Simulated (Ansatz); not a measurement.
We consider fcc Rh, described by PBE0-D3(BJ) in Ansatz (plane waves, PAW).

Run with plane-wave cutoff 460 eV, 14×14×14 k mesh, Fermi–Dirac smearing 0.05 eV, no spin polarisation, scalar-relativistic PAW data made under PBE.

Cell (relaxed at this level):

```cif
data_Rh4
_chemical_formula_sum 'Rh4'
_space_group_name_H-M_alt 'Fm-3m'
_space_group_IT_number 225
_space_group_name_Hall '-F 4 2 3'
_cell_length_a 3.74354
_cell_length_b 3.74354
_cell_length_c 3.74354
_cell_angle_alpha 90.000
_cell_angle_beta 90.000
_cell_angle_gamma 90.000
loop_
_atom_site_label
_atom_site_type_symbol
_atom_site_symmetry_multiplicity
_atom_site_Wyckoff_symbol
_atom_site_fract_x
_atom_site_fract_y
_atom_site_fract_z
_atom_site_occupancy
Rh1 Rh 4 a 0.00000 0.00000 0.00000 1
```
(The calculation used a cell of 1 atom; values per cell refer to that cell.)

Task: Estimate the bulk modulus B0 that the calculation returns.

Result: 
bulk modulus B0: 321 GPa

Measured, for comparison: bulk modulus 271 GPa (corrected for temperature and zero-point phonon effects, our sources range from 271 to 289; as tabulated in Levämäki et al. (2014), arXiv:1402.3671). Computed (rounded) less measured: bulk modulus +18 % (+11 % to +18 % over the range).

The computed numbers hold no vibrational or temperature effects.

Cost on a shared machine: around 23 core-minutes (rough).

Ansatz is an electronic-structure program.
